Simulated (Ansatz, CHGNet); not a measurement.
## Volume per atom of hcp Tc at several levels of theory

No measured value is used here.

```csv
level (code),value (Å³/atom)
CHGNet-r²SCAN (CHGNet),14.31
LDA (Ansatz),13.77
PBE (Ansatz),14.44
PBEsol (Ansatz),14.00
r²SCAN (Ansatz),14.20
```

Cutoffs differ between the levels. Ansatz's density-functional and Hartree–Fock values are scalar-relativistic unless marked +SOC, with PAW data made under PBE.

Machine-learned potentials (CHGNet-r²SCAN) are trained on DFT data, which may include these solids.

Ansatz is a quantum-chemistry and plane-wave program.
